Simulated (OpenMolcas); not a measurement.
## AlH3 (SMILES [H][Al]([H])[H]): the energy, rung by rung

The species is AlH3 (4 atoms), meant as a singlet with charge 0. As SMILES, `[H][Al]([H])[H]`. The shape comes from GFN2-xTB, which is rough for such elements, and wasn't checked as a minimum.

```xyz
4

Al    0.0000    0.0000    0.0000
H     1.5527   -0.0305    0.0146
H    -0.7498    1.3598   -0.0191
H    -0.8028   -1.3293    0.0045
```

Quantity: the energy change with the Al1–H4 bond stretched from 1.553 to 3.106 Å, in eV. The values are calculated.

```
                    level                   kind     program  value (eV)  less FCI/3-21G
    HF/3-21G (restricted)           Hartree–Fock  OpenMolcas        3.89           +1.26
 SVWN5/3-21G (restricted)                    LDA  OpenMolcas        3.07           +0.44
   PBE/3-21G (restricted)                    GGA  OpenMolcas        3.04           +0.41
r2SCAN/3-21G (restricted)               meta-GGA  OpenMolcas        3.27           +0.64
 B3LYP/3-21G (restricted)          global hybrid  OpenMolcas        3.29           +0.66
  PBE0/3-21G (restricted)          global hybrid  OpenMolcas        3.35           +0.72
   MP2/3-21G (restricted)    perturbation theory  OpenMolcas        3.40           +0.77
  ACPF/3-21G (restricted)  coupled cluster or CI  OpenMolcas        2.47           -0.16
  CISD/3-21G (restricted)  coupled cluster or CI  OpenMolcas        2.85           +0.22
                FCI/3-21G     exact in the basis  OpenMolcas        2.63            0.00
```

FCI/3-21G is exact within its basis and frozen core, so for wave-function methods in that basis the difference is their error; functionals converge differently with the basis, so for them it is only a difference. Spin-restricted single references rise too steeply as a bond breaks, Hartree–Fock most of all. Perturbation and coupled-cluster corrections on them can overshoot downwards. The first shape isn't each level's own minimum. The values span 2.47 to 3.89 eV. All rows use very small basis sets, so even the best lies far from the true value.
